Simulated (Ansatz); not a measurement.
```yaml
crystal:
  periodic: [false, false, false]
  atoms:
    - {symbol: F, position_ang: [-1.076330, 0.610854, 0.848777]}
    - {symbol: C, position_ang: [0.104644, 0.083583, 0.055781]}
    - {symbol: Cl, position_ang: [-0.461307, -1.397602, -1.127268]}
    - {symbol: H, position_ang: [0.545992, 1.025648, -0.599860]}
    - {symbol: H, position_ang: [0.545992, 0.975648, -0.649860]}
basis:
  gaussian: {orbitals: def2-TZVP, point_charges: [{charge: 2.00, position_ang: [5.300, -0.091, -0.132]}]}
hamiltonian: {xc: {name: HF}}
correlation: {method: bccd_t}
```

```sh
$ ansatz run in.yaml --threads 2 --pin off --events-out ev --progress --plain --max-ram 22528MiB --backend cpu
```

Output, abridged:

```
Functional definition: HF
718 factors; integrals over basis functions are off by at most 7.1e-4 eV
mean field evaluation 1: about -16103.6528 eV, gradient 3.0e1 eV
mean field evaluation 2: about -16103.7431 eV, gradient 3.0e1 eV
mean field evaluation 4: about -16106.1371 eV, gradient 4.3e0 eV
mean field evaluation 8: about -16106.3544 eV, gradient 1.2e0 eV
mean field evaluation 16: about -16106.3757 eV, gradient 2.5e-6 eV
mean field -16106.37568567 eV, -591.8983891546 hartree, gradient 2.6e-6 eV, S^2 0.000000; 0 other end points of the search recorded, 0 dependent functions left out
7 core orbitals not correlated: weight in the atoms' cores, before any rotation towards them, 1.000 or more for the frozen orbitals, at most 0.000 for the correlated occupied ones
reference -16106.37568567 eV, -591.8983891546 hartree; 10, 10 occupied and 94, 94 virtual orbitals, 718 factors
second order -16.59579952 eV of doubles, -0.00000000 eV of singles
cycle   1  -16.79714569 eV  change   -2.0e-1 eV  update   1.1e-1
cycle   2  -17.24507301 eV  change   -4.5e-1 eV  update   4.6e-2
cycle   3  -17.40754282 eV  change   -1.6e-1 eV  update   2.5e-2
cycle   4  -17.39126947 eV  change    1.6e-2 eV  update   8.8e-3
cycle   5  -17.37978850 eV  change    1.1e-2 eV  update   4.7e-3
cycle   6  -17.37857983 eV  change    1.2e-3 eV  update   2.8e-3
cycle   7  -17.37738808 eV  change    1.2e-3 eV  update   1.4e-3
cycle   8  -17.37688686 eV  change    5.0e-4 eV  update   5.6e-4
cycle   9  -17.37717616 eV  change   -2.9e-4 eV  update   2.9e-4
cycle  10  -17.37723858 eV  change   -6.2e-5 eV  update   1.2e-4
cycle  11  -17.37721775 eV  change    2.1e-5 eV  update   5.4e-5
cycle  12  -17.37728897 eV  change   -7.1e-5 eV  update   2.4e-5
cycle  13  -17.37726941 eV  change    2.0e-5 eV  update   1.1e-5
perturbative correction -0.82612646 eV, -0.0303595876 hartree
Total energy: -16124.57908154 eV, -592.5673516142 hartree
```

(1) What is wrong with this run?

Results:

(1) One atom was put on top of another. The run converged. The result belongs to that input, not to the molecule as meant.
